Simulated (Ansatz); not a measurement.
`OC(O)=NP` + `[OH][AlH2]` → `[AlH2][O]P` + `N=C(O)O`  (ligand exchange at a P–N bond)

Gas-phase electronic energies from Ansatz, PBE0-D4/def2-TZVP geometries. CBS: MP2 limit from def2 TZ/QZ plus the TZ coupled-cluster correction, frozen cores. This one scheme is used for every species. DFT in def2-TZVPP. B3LYP here is the variant with VWN-RPA as its local correlation; programs differ in this. HSE06 is defined as in plane-wave codes. Each species was taken in one conformer, which may not be the lowest.

`OC(O)=NP`:

Z-matrix (Å, degrees):
```
C
O 1 1.326
N 1 1.276 2 121.2
O 1 1.326 2 109.4 3 180.0
H 2 0.966 1 105.7 3 0.0
P 3 1.711 1 116.4 2 -180.0
H 4 0.975 1 107.1 2 180.0
H 6 1.418 3 99.5 1 132.3
H 6 1.418 3 99.5 1 -132.2
```

`[OH][AlH2]`:

Cartesian coordinates in Å:
```
O 0.575 0.816 -0.696
Al -0.166 -0.203 0.439
H 0.557 0.656 -1.638
H -0.938 -1.496 -0.054
H -0.028 0.228 1.949
```

`[AlH2][O]P`:

Cartesian coordinates in Å:
```
Al -1.360 -0.458 0.417
O -0.099 0.534 -0.108
P 1.272 0.743 -0.953
H -1.251 -2.012 0.153
H -2.563 0.260 1.139
H 2.049 1.422 0.034
H 1.952 -0.488 -0.682
```

`N=C(O)O`:

```xyz
7

N     0.920   -0.287    0.599
C    -0.103    0.148   -0.004
O    -0.599    1.357    0.243
O    -0.865   -0.432   -0.942
H     1.190   -1.221    0.315
H    -0.029    1.742    0.919
H    -0.514   -1.307   -1.129
```

```json
{"level": "LDA (SPW92)", "ΔE (kJ/mol)": "14.4", "difference from CCSD(T)/CBS": "16.5"}
{"level": "revPBE-D4", "ΔE (kJ/mol)": "8.5", "difference from CCSD(T)/CBS": "10.6"}
{"level": "BLYP-D4", "ΔE (kJ/mol)": "-2.8", "difference from CCSD(T)/CBS": "-0.7"}
{"level": "r2SCAN-D4", "ΔE (kJ/mol)": "2.5", "difference from CCSD(T)/CBS": "4.6"}
{"level": "B97M-V", "ΔE (kJ/mol)": "-3.7", "difference from CCSD(T)/CBS": "-1.6"}
{"level": "PBE0-D4", "ΔE (kJ/mol)": "3.7", "difference from CCSD(T)/CBS": "5.8"}
{"level": "B3LYP-D4", "ΔE (kJ/mol)": "-5.3", "difference from CCSD(T)/CBS": "-3.2"}
{"level": "r2SCANh-D4", "ΔE (kJ/mol)": "1.6", "difference from CCSD(T)/CBS": "3.7"}
{"level": "r2SCAN0-D4", "ΔE (kJ/mol)": "0.4", "difference from CCSD(T)/CBS": "2.5"}
{"level": "BHLYP-D4", "ΔE (kJ/mol)": "-10.7", "difference from CCSD(T)/CBS": "-8.6"}
{"level": "CAM-B3LYP-D4", "ΔE (kJ/mol)": "-7.1", "difference from CCSD(T)/CBS": "-5.0"}
{"level": "ωB97X-V", "ΔE (kJ/mol)": "-3.1", "difference from CCSD(T)/CBS": "-1.0"}
{"level": "ωB97M-V", "ΔE (kJ/mol)": "-4.0", "difference from CCSD(T)/CBS": "-1.9"}
{"level": "B2PLYP", "ΔE (kJ/mol)": "-4.8", "difference from CCSD(T)/CBS": "-2.7"}
{"level": "PBE-QIDH", "ΔE (kJ/mol)": "2.3", "difference from CCSD(T)/CBS": "4.4"}
{"level": "PBE", "ΔE (kJ/mol)": "5.3", "difference from CCSD(T)/CBS": "7.4"}
{"level": "revPBE", "ΔE (kJ/mol)": "1.9", "difference from CCSD(T)/CBS": "4.0"}
{"level": "r2SCAN", "ΔE (kJ/mol)": "1.9", "difference from CCSD(T)/CBS": "4.0"}
{"level": "PBE0", "ΔE (kJ/mol)": "2.1", "difference from CCSD(T)/CBS": "4.2"}
{"level": "B3LYP", "ΔE (kJ/mol)": "-8.3", "difference from CCSD(T)/CBS": "-6.2"}
{"level": "r2SCANh", "ΔE (kJ/mol)": "1.0", "difference from CCSD(T)/CBS": "3.1"}
{"level": "r2SCAN0", "ΔE (kJ/mol)": "-0.2", "difference from CCSD(T)/CBS": "1.9"}
{"level": "HSE06", "ΔE (kJ/mol)": "2.3", "difference from CCSD(T)/CBS": "4.4"}
{"level": "BHLYP", "ΔE (kJ/mol)": "-12.2", "difference from CCSD(T)/CBS": "-10.1"}
{"level": "CAM-B3LYP", "ΔE (kJ/mol)": "-8.6", "difference from CCSD(T)/CBS": "-6.5"}
{"level": "LC-ωPBE", "ΔE (kJ/mol)": "-0.9", "difference from CCSD(T)/CBS": "1.2"}
{"level": "RPA@PBE/def2-TZVPP", "ΔE (kJ/mol)": "-5.9", "difference from CCSD(T)/CBS": "-3.8"}
{"level": "HF/def2-SVP", "ΔE (kJ/mol)": "-23.1", "difference from CCSD(T)/CBS": "-21.0"}
{"level": "MP2/def2-SVP", "ΔE (kJ/mol)": "-1.0", "difference from CCSD(T)/CBS": "1.1"}
{"level": "CCSD/def2-SVP", "ΔE (kJ/mol)": "-10.4", "difference from CCSD(T)/CBS": "-8.3"}
{"level": "CCSD(T)/def2-SVP", "ΔE (kJ/mol)": "-6.6", "difference from CCSD(T)/CBS": "-4.5"}
{"level": "HF/def2-TZVPP", "ΔE (kJ/mol)": "-23.0", "difference from CCSD(T)/CBS": "-20.9"}
{"level": "MP2/def2-TZVPP", "ΔE (kJ/mol)": "3.4", "difference from CCSD(T)/CBS": "5.5"}
{"level": "CCSD/def2-TZVPP", "ΔE (kJ/mol)": "-7.3", "difference from CCSD(T)/CBS": "-5.2"}
{"level": "CCSD(T)/def2-TZVPP", "ΔE (kJ/mol)": "-2.3", "difference from CCSD(T)/CBS": "-0.2"}
{"level": "HF/def2-QZVPP", "ΔE (kJ/mol)": "-24.4", "difference from CCSD(T)/CBS": "-22.3"}
{"level": "SCS-MP2/def2-QZVPP", "ΔE (kJ/mol)": "-4.4", "difference from CCSD(T)/CBS": "-2.3"}
{"level": "HF/CBS(def2)", "ΔE (kJ/mol)": "-24.6", "difference from CCSD(T)/CBS": "-22.5"}
{"level": "MP2/CBS(def2)", "ΔE (kJ/mol)": "3.6", "difference from CCSD(T)/CBS": "5.7"}
{"level": "CCSD/CBS(def2)", "ΔE (kJ/mol)": "-7.0", "difference from CCSD(T)/CBS": "-4.9"}
{"level": "CCSD(T)/CBS", "ΔE (kJ/mol)": "-2.1", "difference from CCSD(T)/CBS": "0"}
```

Largest T1 diagnostic among the species: 0.014.

At CCSD(T), def2-SVP lies −4.5 kJ/mol from the extrapolated value and def2-TZVPP −0.2 kJ/mol. Leaving LDA and LC-ωPBE aside and taking each functional with its dispersion term where it has one, the values spread over 19.2 kJ/mol, from BHLYP-D4 to revPBE-D4. LDA lies +9.1 kJ/mol from PBE without D4. The D4 term adds +3.0 kJ/mol with B3LYP and +1.6 kJ/mol with PBE0; it sums over pairs of atoms, weighted by their polarisabilities, and B3LYP, whose exchange is more repulsive, gets the larger term.
